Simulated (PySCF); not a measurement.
# quartet Si2H5: levels of theory compared

Aim: a comparison of 6 runs (UB2PLYP/STO-3G, UPBE0/STO-3G, USVWN5/STO-3G, NEVPT2(5,5)/STO-3G, UCISD/STO-3G, UCCSD(T)/STO-3G) of quartet Si2H5. Input form: a Python script.

Program for the calculation: PySCF 2.14.0.

2 further runs of the same task are left out: 2 set aside as unsound or not needed.

### 1 The system as given

Si2H5 has 7 atoms, charge 0, and is taken as a quartet. SMILES of the parent species: `[SiH2][SiH3]`. The shape is that of a PBE0-D4/def2-TZVP optimisation. That shape belongs to the parent species and isn't relaxed for this state.

Bond lengths: Si1–Si2 2.324 Å, Si1–H3 1.489 Å, Si1–H4 1.488 Å, Si2–H5 1.487 Å, Si2–H6 1.490 Å, Si2–H7 1.487 Å. Angles: Si1–Si2–H5 109.0°, Si1–Si2–H6 112.7°, Si1–Si2–H7 109.0°, Si2–Si1–H3 114.5°, Si2–Si1–H4 114.5°, H5–Si2–H6 108.5°, H5–Si2–H7 109.1°, H6–Si2–H7 108.5°, H3–Si1–H4 109.9°.

### 2 A single-point energy at UB2PLYP/STO-3G (run 1)

Contents of run.py:

```python
from pyscf import gto, dft, mp

molecule = gto.Mole()
molecule.atom = '''
Si    -0.396087    -2.572295    -0.361127
Si     0.676333     1.680344    -0.117163
H     -0.004913    -4.013589     2.022574
H     -2.973673    -3.070049    -1.371185
H      0.396842     2.839880    -2.660734
H     -0.936926     3.105009     1.698108
H      3.354075     1.902576     0.703356
'''
molecule.max_memory = 1860
molecule.verbose = 4
molecule.unit = 'bohr'
molecule.charge = 0
molecule.spin = 3
molecule.basis = 'sto-3g'
molecule.build()

mf = dft.UKS(molecule, xc='0.53*HF + 0.47*B88, 0.73*LYP')
mf.conv_tol = 1e-10
mf.grids.level = 5
mf.kernel()
if not mf.converged:
    mf = mf.newton().run(mf.mo_coeff, mf.mo_occ)

pt = mp.MP2(mf, frozen=10).run()
energy = mf.e_tot + 0.27 * pt.e_corr
print('PT2 part  %.8f' % (0.27 * pt.e_corr))
print('Final energy', energy)
```

Launch:

```sh
$ OMP_NUM_THREADS=1 python run.py
```

The log of the run:

```text
PySCF version 2.14.0

[... 58 lines left out ...]
[... the frontier-level lines of each cycle are left out ...]
[... 5 lines left out ...]
[... 5 lines left out ...]
[... 5 lines left out ...]
[... 5 lines left out ...]
[... 5 lines left out ...]
[... 5 lines left out ...]
[... 5 lines left out ...]
[... 5 lines left out ...]

cycle= 9 E= -574.523489798417  delta_E= -1.03e-08  |g|= 1.84e-05  |ddm|= 0.000411


cycle= 10 E= -574.523489799588  delta_E= -1.17e-09  |g|= 4.68e-06  |ddm|= 0.000158


cycle= 11 E= -574.523489799665  delta_E= -7.71e-11  |g|= 7.83e-07  |ddm|= 5.09e-05


Extra cycle  E= -574.523489799666  delta_E= -1.14e-12  |g|= 3.78e-07  |ddm|= 4.55e-06
converged SCF energy = -574.523489799666  <S^2> = 3.7502056  2S+1 = 4.0001028

******** <class 'pyscf.mp.ump2.UMP2'> ********
nocc = (np.int64(8), np.int64(5)), nmo = (13, 13)
frozen orbitals 10
E(UMP2) = -574.605213432622  E_corr = -0.0817236329556296
E(SCS-UMP2) = -574.619573617999  E_corr = -0.0960838183331166
E_corr(same-spin) = -0.0022898552465065
E_corr(oppo-spin) = -0.0794337777091231
PT2 part  -0.02206538
Final energy -574.5455551805642
```

It took 6.3 s on 1 thread of Arm Neoverse V2, shared host; peak memory 0.24 GiB.

### 3 The energy at UPBE0/STO-3G (run 2)

Contents of calc.py:

```python
from pyscf import gto, dft

mol = gto.Mole()
mol.atom = '''
Si  -0.209600  -1.361200  -0.191100
Si   0.357900   0.889200  -0.062000
H   -0.002600  -2.123900   1.070300
H   -1.573600  -1.624600  -0.725600
H    0.210000   1.502800  -1.408000
H   -0.495800   1.643100   0.898600
H    1.774900   1.006800   0.372200
'''
mol.verbose = 3
mol.basis = 'sto-3g'
mol.max_memory = 1860
mol.spin = 3
mol.charge = 0
mol.build()

mf = dft.UKS(mol, xc='pbe0')
mf.grids.level = 5
mf.conv_tol = 1e-10
mf.kernel()
if not mf.converged:
    mf = mf.newton().run(mf.mo_coeff, mf.mo_occ)

e_tot = mf.e_tot
print('E(%s) = %.9f' % ('PBE0', e_tot))
```

Launch:

```sh
$ OMP_NUM_THREADS=1 python calc.py
```

The log of the run:

```text
WARN: HOMO 0.135415044196494 >= LUMO -0.296461622718284

WARN: HOMO 0.131715191856856 >= LUMO -0.120423534157589

WARN: HOMO 0.136949209127691 >= LUMO -0.107460188592732

WARN: HOMO 0.128809855584781 >= LUMO -0.10690317172231

WARN: HOMO 0.129438751525708 >= LUMO -0.105546994956839

WARN: HOMO 0.129458216348436 >= LUMO -0.105552631492544

WARN: HOMO 0.129388238203072 >= LUMO -0.105553891143362

WARN: HOMO 0.129391054986428 >= LUMO -0.105558091275109

WARN: HOMO 0.129390800914005 >= LUMO -0.105559999555946

WARN: HOMO 0.12939061117953 >= LUMO -0.105559669374921

WARN: HOMO 0.12939066267767 >= LUMO -0.105559582837074

converged SCF energy = -574.609972424479  <S^2> = 3.7505104  2S+1 = 4.0002552
E(PBE0) = -574.609972424
```

Run time: 5.7 s. Hardware: 1 thread of Arm Neoverse V2, shared host; peak memory 0.23 GiB.

Runs 3 to 4 aren't shown in full; the table further down has their settings and results.

### 4 A single-point energy at UCISD/STO-3G (run 5)

Contents of job.py:

```python
from pyscf import gto, ci

molecule = gto.Mole()
molecule.atom = '''
Si    -0.396087    -2.572295    -0.361127
Si     0.676333     1.680344    -0.117163
H     -0.004913    -4.013589     2.022574
H     -2.973673    -3.070049    -1.371185
H      0.396842     2.839880    -2.660734
H     -0.936926     3.105009     1.698108
H      3.354075     1.902576     0.703356
'''
molecule.max_memory = 1860
molecule.verbose = 4
molecule.spin = 3
molecule.basis = 'sto-3g'
molecule.unit = 'bohr'
molecule.build()

mf = molecule.UHF()
mf.conv_tol = 1e-10
mf.kernel()
if not mf.converged:
    mf = mf.newton().run(mf.mo_coeff, mf.mo_occ)

cisd = ci.CISD(mf, frozen=10)
cisd.kernel()
etot = cisd.e_tot
print('Final energy', etot)
```

Launch:

```sh
$ OMP_NUM_THREADS=1 python job.py
```

The log of the run:

```text
PySCF version 2.14.0

[... 42 lines left out ...]
WARN: HOMO 0.279246157630838 >= LUMO -0.287276689777335
[... 5 lines left out ...]
WARN: HOMO 0.0614871837068456 >= LUMO 0.0298045944015118
[... 50 lines left out ...]
converged SCF energy = -573.716859426915  <S^2> = 3.7517456  2S+1 = 4.0008727
[... 1 line left out ...]
******** <class 'pyscf.ci.ucisd.UCISD'> ********
CISD nocc = (np.int64(8), np.int64(5)), nmo = (13, 13)
frozen orbitals 10
max_cycle = 50
direct = 0
conv_tol = 1e-09
max_cycle = 50
max_space = 12
lindep = 0
nroots = 1
Init t2, MP2 energy = -0.0622382285811629
UCISD converged
E(UCISD) = -573.8097883907748  E_corr = -0.09292896385995404
Final energy -573.8097883907748
```

Run time: 0.76 s. Hardware: 1 thread of Arm Neoverse V2, shared host; peak memory 0.12 GiB.

### 5 A single-point energy at UCCSD(T)/STO-3G (run 6)

Contents of input.py:

```python
from pyscf import gto, cc

molecule = gto.M(
    atom='''
Si    -0.396087    -2.572295    -0.361127
Si     0.676333     1.680344    -0.117163
H     -0.004913    -4.013589     2.022574
H     -2.973673    -3.070049    -1.371185
H      0.396842     2.839880    -2.660734
H     -0.936926     3.105009     1.698108
H      3.354075     1.902576     0.703356
''',
    unit='bohr',
    max_memory=1860,
    basis='sto-3g',
    spin=3,
    verbose=3,
)

calc0 = molecule.UHF()
calc0.conv_tol = 1e-10
calc0.kernel()
if not calc0.converged:
    calc0 = calc0.newton().run(calc0.mo_coeff, calc0.mo_occ)

mycc = cc.CCSD(calc0, frozen=10)
mycc.kernel()
e_t = mycc.ccsd_t()
e_final = mycc.e_tot + e_t
print(f'total energy: {e_final:.8f} hartree')
```

Launch:

```sh
$ OMP_NUM_THREADS=1 python input.py
```

The log of the run:

```text
WARN: HOMO 0.279246157630838 >= LUMO -0.287276689777335

WARN: HOMO 0.0614871837068456 >= LUMO 0.0298045944015118

converged SCF energy = -573.716859426915  <S^2> = 3.7517456  2S+1 = 4.0008727
E(UCCSD) = -573.8154137109167  E_corr = -0.09855428400189109
UCCSD(T) correction = -0.000900434797088968
total energy: -573.81631415 hartree
```

Wall time 0.82 s (1 thread of Arm Neoverse V2, shared host); peak memory 0.12 GiB.

### 6 The series

```
run               level  frozen core orbitals  integration grid  energy (Eh)  dipole moment (D) of the reference   ⟨S²⟩  wall time
  1      UB2PLYP/STO-3G                    10                 5  -574.545555                                0.69  3.750      6.3 s
  2        UPBE0/STO-3G                     –                 5  -574.609972                                0.60  3.751      5.7 s
  3       USVWN5/STO-3G                     –                 5  -572.412420                                0.46  3.751      3.6 s
  4  NEVPT2(5,5)/STO-3G                     –                 –  -573.790603                                0.82      –     0.98 s
  5        UCISD/STO-3G                    10                 –  -573.809788                                0.82  3.752     0.76 s
  6     UCCSD(T)/STO-3G                    10                 –  -573.816314                                0.82  3.752     0.82 s
```

### 7 What came out

```
                                                         quantity          value
                                              run 6: total energy  -573.81631 Eh
                      run 6: dipole moment (Hartree–Fock density)         0.82 D
run 6: HOMO energy (Hartree–Fock orbitals) (highest over α and β)        0.54 eV
 run 6: LUMO energy (Hartree–Fock orbitals) (lowest over α and β)        1.70 eV
              run 6: correlation energy (10 core orbitals frozen)      -99.5 mEh
                                            run 6: (T) correction      -0.90 mEh
                         run 6: ⟨S²⟩ of the reference determinant          3.752
                                             run 6: T1 diagnostic          0.010
```

What this shows: Over runs 1, 2, 3 the dipole moment (its size) runs from 0.46 D (USVWN5/STO-3G) to 0.69 D (UB2PLYP/STO-3G). A double hybrid's value is that of its SCF part. Totals of different functionals can't be ranked against each other. In runs 1, 2, 3, 4, 5, 6 the basis is minimal, so the values are rough. All runs together took 18 s, the longest 6.3 s.
